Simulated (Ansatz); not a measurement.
Property card for LiRh

Method: DFT PBEsol, scalar-relativistic, plane waves, PAW (Ansatz).

Cutoff 420 eV; k points 18×18×10 on the computed 2-atom cell (Γ-centred); Gaussian smearing, width 0.10 eV; no spin polarisation.

The structure is relaxed at this level of theory with its symmetry kept. Whether it is the stable form of this composition wasn't checked.

The structure is hexagonal, space group P-6m2 (No. 187). Conventional cell: a = 2.626 Å, b = 2.626 Å, c = 4.326 Å, α = 90.00°, β = 90.00°, γ = 120.00°. Li (site symmetry -6m2) is surrounded by 6 Li at 2.63 Å and 6 Rh at 2.64 Å. Around Rh (site symmetry -6m2) lie 6 Rh at 2.63 Å and 6 Li at 2.64 Å.

```json
{
  "Volume per atom": "12.91 Å³",
  "Formation energy from the elements' standard states (uncorrected)": "-0.135 eV/atom",
  "Kohn–Sham band gap": "none (metal)",
  "Density of states at the Fermi level": "1.60 states/eV per cell",
  "Löwdin character within 0.5 eV of the Fermi level": "Rh 4d 91 %",
  "Bulk modulus": "113 GPa",
  "Its pressure derivative": "4.1",
  "Bader charges (e)": "Li (1 in the cell) 0.82, Rh (1 in the cell) -0.82"
}
```

A ferromagnetic start lost its moments in a first run, so spin was left out; other magnetic orders weren't tried.